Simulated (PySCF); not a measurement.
# HS, SMILES `[SH]` (charge 0, multiplicity 2)

The numbers are results of PBE-D3(BJ)/def2-TZVP // r2SCAN-D4/def2-TZVP run with PySCF, not measurements.

The highest occupied spin orbital comes out as -6.12 eV. The dipole moment is 0.87 D and the total energy comes out as -398.5778 Ha. The cost comes out as around 5 core-seconds (rough).

```xyz
2

S      0.6729     0.0000     0.0000
H     -0.6729     0.0000     0.0000
```
Charge 0, spin multiplicity 2.
